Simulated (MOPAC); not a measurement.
MOPAC input (AM1):

```
AM1 FORCE THERMO(298,298) PRECISE LET CHARGE=-1 GEO-OK AUX(PRECISION=9) THREADS=1
C4H7

C    -0.00632330 1    1.07147219 1    0.01860002 1
C     0.00607268 1   -1.04367419 1    0.03095896 1
C    -1.08155142 1    0.07016908 1    0.02260731 1
C     1.08056736 1    0.08285935 1    0.02629757 1
H    -0.01258991 1    2.13637062 1    0.01305038 1
H     0.01142389 1   -1.68933815 1   -0.87138182 1
H     0.00826972 1   -1.67888179 1    0.94069955 1
H    -1.76111109 1    0.03442994 1    0.91676635 1
H    -1.75800498 1    0.02395543 1   -0.87341206 1
H     1.75744587 1    0.05512870 1    0.92276553 1
H     1.76057143 1    0.04465224 1   -0.86741072 1
```

From the last part of the output:

```
     H   11   0.039097   0.031213   0.008002   0.641528   5.000555

          HEAT OF FORMATION =      46.616944 KCALS/MOLE

          ZERO POINT ENERGY      61.056 KCAL/MOL

           NORMAL COORDINATE ANALYSIS (Total motion = 1 Angstrom)

   Root No.       1         2         3         4         5         6         7         8

                 1 B1      2 B1      3 B1      1 A1      1 A2      2 A2      1 B2      4 B1

                 262.3     343.4     795.3     800.5     865.6     992.7    1009.7    1023.7

           1   -0.0000    0.0000    0.0000    0.0918   -0.0000   -0.0000   -0.0000    0.0000
           2   -0.0000    0.0000    0.0000   -0.0000   -0.0000   -0.0000   -0.0210    0.0000
           3    0.0467   -0.0848   -0.0091    0.0000    0.0000    0.0000   -0.0000   -0.0426
           4   -0.0000   -0.0000   -0.0000   -0.0860    0.0000    0.0000    0.0000   -0.0000
           5   -0.0000   -0.0000   -0.0000    0.0000    0.0000    0.0000    0.0778   -0.0000
           6    0.0306    0.0053    0.0241   -0.0000   -0.0000   -0.0000    0.0000    0.0175
           7    0.0000   -0.0000   -0.0000    0.0040    0.0000    0.0000    0.0492   -0.0000
           8    0.0000   -0.0000   -0.0000    0.0818    0.0000    0.0000   -0.0467   -0.0000
           9   -0.0351    0.0062    0.0109    0.0000   -0.0270   -0.0178   -0.0000    0.0210
          10    0.0000   -0.0000   -0.0000    0.0040   -0.0000   -0.0000   -0.0492   -0.0000
          11    0.0000   -0.0000   -0.0000   -0.0818   -0.0000   -0.0000   -0.0467   -0.0000
          12   -0.0351    0.0062    0.0109   -0.0000    0.0270    0.0178   -0.0000    0.0210
          13   -0.0000   -0.0000   -0.0000    0.0885   -0.0000   -0.0000    0.0000    0.0000
          14   -0.0000   -0.0000   -0.0000   -0.0000   -0.0000   -0.0000    0.2622    0.0000
          15    0.1307    0.5990    0.0135    0.0000    0.0000    0.0000    0.0000   -0.0080
          16   -0.0759   -0.0072    0.1698   -0.0946    0.0000    0.0000    0.0000    0.0316
          17   -0.0000   -0.0000    0.0000   -0.0000    0.1514    0.0293    0.1680    0.0000
          18    0.0851    0.0108   -0.1087    0.0086    0.0000    0.0000    0.0000   -0.0055
          19    0.0759    0.0072   -0.1698   -0.0946   -0.0000   -0.0000    0.0000   -0.0316
          20   -0.0000   -0.0000    0.0000    0.0000   -0.1514   -0.0293    0.1680    0.0000
          21    0.0851    0.0108   -0.1087   -0.0086   -0.0000   -0.0000    0.0000   -0.0055
          22   -0.0022    0.0282    0.0829   -0.0162   -0.0735    0.2139    0.0095   -0.1877
          23   -0.0773    0.0428   -0.0843    0.0932    0.1211    0.0617   -0.0407   -0.0730
          24   -0.0962    0.0450   -0.0587    0.0082    0.0762    0.0415   -0.0009   -0.0454
          25    0.0022   -0.0282   -0.0829   -0.0162    0.0735   -0.2139    0.0095    0.1877
          26    0.0773   -0.0428    0.0843    0.0932   -0.1211   -0.0617   -0.0407    0.0730
          27   -0.0962    0.0450   -0.0587   -0.0082    0.0762    0.0415    0.0008   -0.0454
          28   -0.0022    0.0282    0.0829   -0.0162    0.0735   -0.2139   -0.0095   -0.1877
          29    0.0773   -0.0428    0.0843   -0.0932    0.1211    0.0617   -0.0407    0.0730
          30   -0.0962    0.0450   -0.0587    0.0082   -0.0762   -0.0415    0.0008   -0.0454
          31    0.0022   -0.0282   -0.0829   -0.0162   -0.0735    0.2139   -0.0095    0.1877
          32   -0.0773    0.0428   -0.0843   -0.0932   -0.1211   -0.0617   -0.0407   -0.0730
          33   -0.0962    0.0450   -0.0587   -0.0082   -0.0762   -0.0415   -0.0008   -0.0454

   Root No.       9        10        11        12        13        14        15        16

                 2 A1      3 A2      2 B2      5 B1      3 B2      3 A1      4 B2      5 B2

                1062.7    1080.3    1096.9    1142.5    1178.3    1272.3    1281.5    1337.1

           1    0.0383   -0.0000    0.0000   -0.0000    0.0000   -0.0178   -0.0000    0.0000
           2    0.0000   -0.0000    0.0047   -0.0000    0.0412    0.0000   -0.0247    0.1217
           3    0.0000    0.0000    0.0000    0.0195    0.0000   -0.0000   -0.0000    0.0000
           4    0.0659    0.0000   -0.0000   -0.0000   -0.0000    0.0541    0.0000    0.0000
           5   -0.0000    0.0000   -0.0233   -0.0000   -0.0512   -0.0000    0.0382    0.0560
           6    0.0000   -0.0000   -0.0000    0.0675   -0.0000    0.0000    0.0000    0.0000
           7   -0.0301    0.0000   -0.0200    0.0000   -0.0471   -0.0465   -0.0299   -0.0204
           8    0.0100    0.0000    0.0032    0.0000   -0.0162    0.0406   -0.0016   -0.0760
           9   -0.0000   -0.0391   -0.0000   -0.0467   -0.0000   -0.0000   -0.0000    0.0000
          10   -0.0301   -0.0000    0.0200    0.0000    0.0471   -0.0465    0.0299    0.0204
          11   -0.0100   -0.0000    0.0032    0.0000   -0.0162   -0.0406   -0.0016   -0.0760
          12   -0.0000    0.0391    0.0000   -0.0467    0.0000   -0.0000    0.0000   -0.0000
          13    0.0354   -0.0000    0.0000   -0.0000    0.0000   -0.0231    0.0000   -0.0000
          14    0.0000   -0.0000    0.3137   -0.0000    0.0972    0.0000    0.1116   -0.1263
          15    0.0000    0.0000    0.0000    0.0129    0.0000    0.0000    0.0000   -0.0000
          16    0.0587    0.0000   -0.0000    0.1435    0.0000    0.0810    0.0000   -0.0000
          17    0.0000   -0.2751   -0.0838    0.0000    0.1994    0.0000   -0.1245   -0.1297
          18   -0.0014   -0.0000   -0.0000   -0.0476    0.0000   -0.0245   -0.0000   -0.0000
          19    0.0587   -0.0000   -0.0000   -0.1435    0.0000    0.0810   -0.0000   -0.0000
          20   -0.0000    0.2751   -0.0838    0.0000    0.1994   -0.0000   -0.1245   -0.1297
          21    0.0014    0.0000   -0.0000   -0.0476    0.0000    0.0245   -0.0000   -0.0000
          22   -0.1691   -0.0303   -0.1125   -0.0621    0.0772    0.1340    0.1289   -0.0515
          23    0.0162    0.0823    0.0002    0.1022    0.0026    0.0692    0.0035    0.0199
          24    0.0000    0.0306   -0.0033    0.0398    0.0109    0.0263    0.0061    0.0427
          25   -0.1691    0.0303   -0.1125    0.0621    0.0772    0.1340    0.1289   -0.0515
          26    0.0162   -0.0823    0.0002   -0.1022    0.0026    0.0692    0.0035    0.0199
          27   -0.0000    0.0306    0.0033    0.0398   -0.0109   -0.0263   -0.0061   -0.0427
          28   -0.1691    0.0303    0.1125   -0.0621   -0.0772    0.1340   -0.1289    0.0515
          29   -0.0162    0.0823    0.0002   -0.1022    0.0026   -0.0692    0.0035    0.0199
          30    0.0000   -0.0306    0.0033    0.0398   -0.0109    0.0263   -0.0061   -0.0427
          31   -0.1691   -0.0303    0.1125    0.0621   -0.0772    0.1340   -0.1289    0.0515
          32   -0.0162   -0.0823    0.0002    0.1022    0.0026   -0.0692    0.0035    0.0199
          33   -0.0000   -0.0306   -0.0033    0.0398    0.0109   -0.0263    0.0061    0.0427

   Root No.      17        18        19        20        21        22        23        24

                 4 A1      6 B2      5 A1      6 A1      6 B1      4 A2      7 B2      7 A1

                1391.8    1421.2    1427.0    1473.2    2901.6    2902.1    3010.2    3026.0

           1    0.0618   -0.0000    0.0188    0.0459    0.0000   -0.0000   -0.0000   -0.0004
           2   -0.0000   -0.0286   -0.0000    0.0000    0.0000    0.0000   -0.0050    0.0000
           3    0.0000   -0.0000    0.0000    0.0000   -0.0004    0.0000   -0.0000    0.0000
           4    0.0118   -0.0000   -0.0352   -0.0305   -0.0000    0.0000   -0.0000   -0.0000
           5    0.0000   -0.0113    0.0000   -0.0000   -0.0000   -0.0000   -0.0025   -0.0000
           6    0.0000   -0.0000   -0.0000   -0.0000    0.0031   -0.0000   -0.0000   -0.0000
           7   -0.0406    0.0094   -0.0093   -0.0189    0.0000    0.0000    0.0005   -0.0004
           8   -0.0203   -0.0121    0.0078   -0.0555    0.0000    0.0000   -0.0185   -0.0203
           9   -0.0000   -0.0000   -0.0000   -0.0000   -0.0269   -0.0280   -0.0000   -0.0000
          10   -0.0406   -0.0094   -0.0093   -0.0189    0.0000   -0.0000   -0.0005   -0.0004
          11    0.0203   -0.0121   -0.0078    0.0555    0.0000   -0.0000   -0.0185    0.0203
          12   -0.0000    0.0000   -0.0000    0.0000   -0.0269    0.0280   -0.0000    0.0000
          13    0.0611    0.0000    0.0200    0.0461    0.0000    0.0000   -0.0000   -0.0140
          14   -0.0000    0.0185   -0.0000    0.0000    0.0000    0.0000    0.0015    0.0000
          15    0.0000    0.0000    0.0000   -0.0000   -0.0035    0.0000    0.0000    0.0000
          16   -0.1154    0.0000    0.1808    0.0695   -0.0190    0.0000   -0.0000    0.0037
          17   -0.0000    0.0119    0.0000    0.0000    0.0000   -0.0022    0.0003   -0.0000
          18    0.0784    0.0000   -0.1401   -0.0646   -0.0279   -0.0000    0.0000    0.0057
          19   -0.1154   -0.0000    0.1807    0.0695    0.0190   -0.0000    0.0000    0.0036
          20    0.0000    0.0119   -0.0000   -0.0000    0.0000    0.0022    0.0003   -0.0000
          21   -0.0784    0.0000    0.1401    0.0646   -0.0279   -0.0000    0.0000   -0.0057
          22    0.0654   -0.0035    0.0088    0.0203   -0.0041   -0.0048    0.0043    0.0052
          23   -0.0929    0.1802   -0.0893    0.0989   -0.1397   -0.1517    0.1320    0.1302
          24   -0.0492    0.1293   -0.0656    0.1008    0.1672    0.1793   -0.1984   -0.1930
          25    0.0654   -0.0035    0.0088    0.0203    0.0040    0.0048    0.0043    0.0052
          26   -0.0929    0.1802   -0.0893    0.0989    0.1397    0.1517    0.1320    0.1302
          27    0.0492   -0.1293    0.0656   -0.1008    0.1672    0.1793    0.1984    0.1930
          28    0.0654    0.0035    0.0088    0.0203   -0.0041    0.0048   -0.0043    0.0052
          29    0.0929    0.1802    0.0893   -0.0989    0.1397   -0.1517    0.1320   -0.1302
          30   -0.0492   -0.1293   -0.0656    0.1008    0.1672   -0.1793    0.1984   -0.1930
          31    0.0654    0.0035    0.0088    0.0203    0.0040   -0.0048   -0.0043    0.0052
          32    0.0929    0.1802    0.0893   -0.0989   -0.1397    0.1517    0.1321   -0.1302
          33    0.0492    0.1293    0.0656   -0.1008    0.1672   -0.1793   -0.1984    0.1930

   Root No.      25        26        27

                 7 B1      8 A1      9 A1

                3083.3    3140.3    3387.9

           1   -0.0000    0.0005   -0.0717
           2    0.0000    0.0000   -0.0000
           3    0.0001    0.0000    0.0000
           4    0.0000   -0.0387    0.0019
           5    0.0000   -0.0000    0.0000
           6   -0.0518   -0.0000   -0.0000
           7    0.0000   -0.0024   -0.0013
           8    0.0000    0.0010    0.0004
           9   -0.0050   -0.0000    0.0000
          10    0.0000   -0.0024   -0.0013
          11    0.0000   -0.0010   -0.0004
          12   -0.0050   -0.0000    0.0000
          13    0.0000    0.0061    0.8634
          14    0.0000    0.0000   -0.0000
          15   -0.0001    0.0000    0.0001
          16    0.2497    0.2526   -0.0024
```

The dipole moment of an ion depends on the origin.
